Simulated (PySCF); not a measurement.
# triplet HOF at 6 levels

Wanted: a comparison of 6 runs (U-r2SCAN/aug-cc-pVTZ, U-revPBE/aug-cc-pVTZ, UBHLYP/aug-cc-pVTZ, UPBE0/aug-cc-pVTZ, USVWN5/aug-cc-pVTZ, UTPSS/aug-cc-pVTZ) of triplet HOF. The job is set up through a Python script.

The calculation is run with PySCF 2.14.0.

1 further run of the same task is left out (set aside as unsound or not needed).

## 1. The system as given

HOF has 3 atoms, charge 0, and is taken as a triplet. SMILES of the parent species: `OF`. Geometry: relaxed at GFN2-xTB. That shape belongs to the parent species and isn't relaxed for this state.

Bond lengths: O1–F2 1.386 Å, O1–H3 0.971 Å. Angles: F2–O1–H3 102.3°.

## 2. A single-point energy at U-r2SCAN/aug-cc-pVTZ (run 1)

The input, job.py:

```python
from pyscf import gto, dft

mol = gto.M(
    atom='O 0.414430 -0.197140 0.208800; F -0.212000 1.020440 -0.004820; H -0.202430 -0.823300 -0.203980',
    charge=0,
    basis='aug-cc-pvtz',
    verbose=3,
    spin=2,
    max_memory=1860,
)

myscf = dft.UKS(mol, xc='r2scan')
myscf.grids.level = 5
myscf.conv_tol = 1e-10
myscf.kernel()
if not myscf.converged:
    myscf = myscf.newton().run(myscf.mo_coeff, myscf.mo_occ)

e_tot = myscf.e_tot
print('E(%s) = %.9f' % ('R2SCAN', e_tot))
```

Launch:

```sh
OMP_NUM_THREADS=1 python job.py
```

Log:

```text
WARN: HOMO -0.125226568924308 >= LUMO -0.342362245580132

WARN: HOMO -0.061472224618683 >= LUMO -0.16122465706826

WARN: HOMO -0.138503753055918 >= LUMO -0.22587996717979

WARN: HOMO -0.145930335648096 >= LUMO -0.234637856542768

WARN: HOMO -0.133023785671215 >= LUMO -0.216493429564181

WARN: HOMO -0.134568485143543 >= LUMO -0.215639942301038

WARN: HOMO -0.134578081081944 >= LUMO -0.21525383123921

WARN: HOMO -0.134544536037897 >= LUMO -0.215172607193201

WARN: HOMO -0.134512940847532 >= LUMO -0.215127990262015

WARN: HOMO -0.134515144408944 >= LUMO -0.215131069611221

WARN: HOMO -0.134515992801086 >= LUMO -0.215132037019952

WARN: HOMO -0.134515799759168 >= LUMO -0.21513208427308

converged SCF energy = -175.390967383934  <S^2> = 2.0094805  2S+1 = 3.0063137
E(R2SCAN) = -175.390967384
```

Wall time 46 s (1 thread of Arm Neoverse V1, shared host); peak memory 0.65 GiB.

## 3. A single-point energy at U-revPBE/aug-cc-pVTZ (run 2)

The input, calc.py:

```python
from pyscf import gto, dft

molecule = gto.M(
    atom='''
O      0.414430    -0.197140     0.208800
F     -0.212000     1.020440    -0.004820
H     -0.202430    -0.823300    -0.203980
''',
    max_memory=1860,
    spin=2,
    verbose=4,
    basis='aug-cc-pvtz',
)

ks = dft.UKS(molecule, xc='revpbe')
ks.conv_tol = 1e-10
ks.grids.level = 5
ks.kernel()
if not ks.converged:
    ks = ks.newton().run(ks.mo_coeff, ks.mo_occ)

e_tot = ks.e_tot
print('E = %.10f Eh' % e_tot)
```

Launch:

```sh
OMP_NUM_THREADS=1 python calc.py
```

Log:

```text
PySCF version 2.14.0

[INPUT] num. atoms = 3
[INPUT] num. electrons = 18
[INPUT] charge = 0
[INPUT] spin (= nelec alpha-beta = 2S) = 2
[INPUT] symmetry False subgroup None
[INPUT] Mole.unit = angstrom
[INPUT] Symbol           X                Y                Z      unit          X                Y                Z       unit  Magmom
[INPUT]  1 O      0.414430000000  -0.197140000000   0.208800000000 AA    0.783159197803  -0.372540608197   0.394574814809 Bohr   0.0
[INPUT]  2 F     -0.212000000000   1.020440000000  -0.004820000000 AA   -0.400621938408   1.928352126551  -0.009108479920 Bohr   0.0
[INPUT]  3 H     -0.202430000000  -0.823300000000  -0.203980000000 AA   -0.382537259396  -1.555811518354  -0.385466334889 Bohr   0.0

[... 49 lines left out ...]
[... the frontier-level lines of each cycle are left out ...]
[... 11 lines left out ...]
[... 11 lines left out ...]
[... 11 lines left out ...]
[... 5 lines left out ...]

cycle= 9 E= -175.417568033429  delta_E= -1.71e-08  |g|= 4.31e-05  |ddm|= 0.000192


cycle= 10 E= -175.417568034419  delta_E= -9.9e-10  |g|= 8.06e-06  |ddm|= 5.77e-05


cycle= 11 E= -175.417568034455  delta_E= -3.6e-11  |g|= 1.95e-06  |ddm|= 1.23e-05


Extra cycle  E= -175.417568034452  delta_E= 3.69e-12  |g|= 4.05e-06  |ddm|= 7.59e-06
converged SCF energy = -175.417568034452  <S^2> = 2.004912  2S+1 = 3.0032729
E = -175.4175680345 Eh
```

It took 17 s on 1 thread of Arm Neoverse V1, shared host; peak memory 0.6 GiB.

Runs 3 to 5 aren't shown in full; the table further down has their settings and results.

## 4. The energy at UTPSS/aug-cc-pVTZ (run 6)

The input, calc.py:

```python
from pyscf import gto, dft

system = gto.M(
    atom='O 0.414430 -0.197140 0.208800; F -0.212000 1.020440 -0.004820; H -0.202430 -0.823300 -0.203980',
    verbose=4,
    charge=0,
    spin=2,
    max_memory=1860,
    basis='aug-cc-pvtz',
)

mf = dft.UKS(system)
mf.xc = 'tpss'
mf.conv_tol = 1e-10
mf.grids.level = 5
mf.kernel()
if not mf.converged:
    mf = mf.newton().run(mf.mo_coeff, mf.mo_occ)

e_final = mf.e_tot
print('E = %.10f Eh' % e_final)
```

Launch:

```sh
OMP_NUM_THREADS=1 python calc.py
```

Log:

```text
PySCF version 2.14.0

[INPUT] num. atoms = 3
[INPUT] num. electrons = 18
[INPUT] charge = 0
[INPUT] spin (= nelec alpha-beta = 2S) = 2
[INPUT] symmetry False subgroup None
[INPUT] Mole.unit = angstrom
[INPUT] Symbol           X                Y                Z      unit          X                Y                Z       unit  Magmom
[INPUT]  1 O      0.414430000000  -0.197140000000   0.208800000000 AA    0.783159197803  -0.372540608197   0.394574814809 Bohr   0.0
[INPUT]  2 F     -0.212000000000   1.020440000000  -0.004820000000 AA   -0.400621938408   1.928352126551  -0.009108479920 Bohr   0.0
[INPUT]  3 H     -0.202430000000  -0.823300000000  -0.203980000000 AA   -0.382537259396  -1.555811518354  -0.385466334889 Bohr   0.0

[... 48 lines left out ...]
[... the frontier-level lines of each cycle are left out ...]
[... 11 lines left out ...]
[... 11 lines left out ...]
[... 11 lines left out ...]
[... 5 lines left out ...]

cycle= 9 E= -175.484278028322  delta_E= -1.93e-08  |g|= 4.5e-05  |ddm|= 0.000237


cycle= 10 E= -175.484278029687  delta_E= -1.36e-09  |g|= 1.2e-05  |ddm|= 6.71e-05


cycle= 11 E= -175.484278029757  delta_E= -7.05e-11  |g|= 2.53e-06  |ddm|= 1.34e-05


Extra cycle  E= -175.484278029749  delta_E= 8.3e-12  |g|= 5.5e-06  |ddm|= 4.66e-06
converged SCF energy = -175.484278029749  <S^2> = 2.0056716  2S+1 = 3.0037787
E = -175.4842780297 Eh
```

Wall time 47 s (1 thread of Arm Neoverse V1, shared host); peak memory 0.65 GiB.

## 5. All runs side by side

```
run                 level  energy (Eh)  dipole moment (D)  HOMO energy (eV)   ⟨S²⟩  wall time
  1  U-r2SCAN/aug-cc-pVTZ  -175.390967               1.92             -3.66  2.009       46 s
  2  U-revPBE/aug-cc-pVTZ  -175.417568               1.71             -3.21  2.005       17 s
  3    UBHLYP/aug-cc-pVTZ  -175.381308               2.32             -7.26  2.016       23 s
  4     UPBE0/aug-cc-pVTZ  -175.288184               2.03             -5.14  2.009       22 s
  5    USVWN5/aug-cc-pVTZ  -174.297280               1.78             -3.33  2.004       13 s
  6     UTPSS/aug-cc-pVTZ  -175.484278               1.82             -3.31  2.006       47 s
```

## 6. Results

| quantity | value |
| --- | --- |
| run 6: total energy | -175.48428 Eh |
| run 6: dipole moment | 1.82 D |
| run 6: HOMO energy (highest over α and β) | -3.31 eV |
| run 6: ⟨S²⟩ | 2.006 |

The dipole moment (its size) runs from 1.71 D (U-revPBE/aug-cc-pVTZ) to 2.32 D (UBHLYP/aug-cc-pVTZ). Totals of different functionals can't be ranked against each other. All runs together took 2.8 min, the longest 47 s.
